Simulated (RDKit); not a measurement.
Job for RDKit: UFF on NH3 (SMILES N).

```python
from rdkit import Chem
from rdkit.Chem import AllChem, rdDetermineBonds

blocks = [
'''4

N     1.57522500    0.00008500   -0.04260700
H     2.13110800    0.81394900   -0.28661400
H     1.49645000   -0.00293600    0.97025700
H     2.13172100   -0.81189200   -0.29145300
''',
]
mol = None
for b in blocks:
    f = Chem.MolFromXYZBlock(b)
    rdDetermineBonds.DetermineBonds(f, charge=0)
    mol = f if mol is None else Chem.CombineMols(mol, f)
Chem.SanitizeMol(mol)
print(Chem.MolToSmiles(Chem.RemoveHs(mol)))
ff = AllChem.UFFGetMoleculeForceField(mol, vdwThresh=100.0, ignoreInterfragInteractions=False)
e = ff.CalcEnergy()
print(f'UFF energy {e:.6f} kcal/mol')
```

The log:

```
N
UFF energy 1.323724 kcal/mol
```

The run finished.

Cost: very roughly 0.03 core-seconds.
